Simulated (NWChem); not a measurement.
System: isobutane (C4H10); SMILES C(C)(C)C

```xyz
14

C      0.4671     1.3853    -0.0961
C      0.0000     0.0000     0.3734
C      0.9661    -1.0972    -0.0961
C     -1.4332    -0.2881    -0.0961
H      1.4787     1.6092     0.2637
H      0.4848     1.4404    -1.1928
H     -0.2011     2.1763     0.2652
H      0.0000     0.0000     1.4739
H      1.9852    -0.9140     0.2652
H      1.0050    -1.1401    -1.1928
H      0.6543    -2.0852     0.2637
H     -1.7842    -1.2623     0.2652
H     -2.1329     0.4760     0.2637
H     -1.4898    -0.3003    -1.1928
```
Atoms are numbered in this order, from 1.

Level: B3LYP/6-31G* (spherical d) (NWChem), optimised geometry, unscaled harmonic frequencies. B3LYP is NWChem's, with the RPA form of VWN correlation.

```tsv
frequency (cm⁻¹)	IR intensity (km/mol)
217	0.0
260	0.0
260	0.0
365	0.0
365	0.0
432	0.3
803	0.6
935	1.3
935	1.3
967	0.0
982	0.0
982	0.0
1205	2.3
1205	2.3
1225	0.3
1378	4.8
1378	4.8
1430	4.3
1430	4.3
1458	2.2
1514	0.0
1520	0.4
1520	0.4
1538	2.8
1538	2.8
1545	13.7
3014	17.6
3033	34.4
3033	34.4
3041	13.6
3095	6.0
3095	6.0
3104	0.5
3105	107.8
3108	62.0
3108	62.0
```

```yaml
zero_point_energy: 83.0 kcal/mol
thermal correction to the enthalpy at 298.15 K (with zero-point energy): 87.2 kcal/mol
heat capacity Cv: 20.0 cal/(mol K)
entropy at 298.15 K and 1 atm (symmetry number 3): 69.9 cal/(mol K)
dipole_moment: 0.08 D
```

Rigid rotor and harmonic oscillator.
